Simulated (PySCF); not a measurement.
All values below come from PBE0-D3(BJ)/def2-TZVP in PySCF 2.14.0. All species are isolated molecules in the gas phase. One relaxed conformer stands for a flexible species; it need not be the lowest. 

Reference species (SMILES): `[SH]` (neutral, multiplicity 2).

```
Property                          Value
-----------------------------  --------
highest occupied spin orbital  -7.41 eV
```

Changed species: `[OH][In][SH]` (H–O–In–S torsion -180°, O–In–S–H torsion 0°) (radical fragment; the reference has radical fragment).

### Question
Give the shifts of the highest occupied spin orbital.

### Answer
the highest occupied spin orbital rises by 1.06 eV, to -6.35 eV.
